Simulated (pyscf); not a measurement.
H₂N–Zn–OH (SMILES [NH2][Zn][OH]) + H₂O (SMILES O) → HO–Zn–OH (SMILES [OH][Zn][OH]) + NH₃ (SMILES N), a four-centre exchange (singlet surface; N–Zn, H–O broken, O–Zn, H–N formed). Structures and frequencies: ωB97X-D3(BJ)/def2-SVP in PySCF. Energies in kcal/mol from the separated reactants.

Small-basis levels: PySCF, no dispersion term, spherical d functions. AM1 to PM7: differences of heats of formation from MOPAC. GFN2-xTB: tblite. Cost: rough CPU time at the saddle relative to B3LYP/6-31G*+LANL2DZ, from one job on a shared machine.

```tsv
level	barrier	reaction energy	cost
PBE/6-31G*+LANL2DZ	-22.8	-10.1	1
B3LYP/LANL2DZ	-24.6	-7.9	0.8
B3LYP/6-311+G**+LANL2DZ	-11.1	-6.5	1
PBE/def2-SVP	-17.2	-6.4	2
B3LYP/def2-SVP	-13.4	-6.7	1.0
GFN2-xTB	-7.1	-3.5	under 0.02
PM6	3.1	+6.3	under 0.02
ωB97M-D3(BJ)/def2-TZVP	-5.3	-5.4	–
```

Against the last row the barrier runs from -19.3 (B3LYP/LANL2DZ) to +8.4 kcal/mol (PM6). ωB97M-D3(BJ)/def2-TZVP has limits of its own. On the reactant side the descent ends in a bound adduct, 11.8 kcal/mol under the separated species and 5.7 kcal/mol under the saddle at ωB97X-D3(BJ)/def2-TZVP. On the product side the descent ends in an adduct with a N–Zn contact, 20.5 kcal/mol under the separated species and 19.8 kcal/mol under the saddle at ωB97X-D3(BJ)/def2-TZVP. At ωB97M-D3(BJ) the saddle lies under the separated reactants, which points to a path from their complex (located at ωB97X-D3(BJ) alone). What is counted as broken (N–Zn) persists as a longer contact in the product adduct; parting that adduct is a step of its own. One saddle was located; it need not be the lowest between these sides. In the def2 sets elements up to Kr have no core potential.
